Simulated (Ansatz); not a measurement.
Potential energy curve for CH, doublet.

Method: full CI/aug-cc-pVTZ, frozen core (Ansatz, an electronic-structure program).

Problem. Relative to R = 1.11 Å, what are the energies at R = 0.84, 0.88, 3.09, 3.67 Å?

Solution. 196.0 kJ/mol at 0.84 Å, 131.3 kJ/mol at 0.88 Å, 339.4 kJ/mol at 3.09 Å, 343.6 kJ/mol at 3.67 Å.
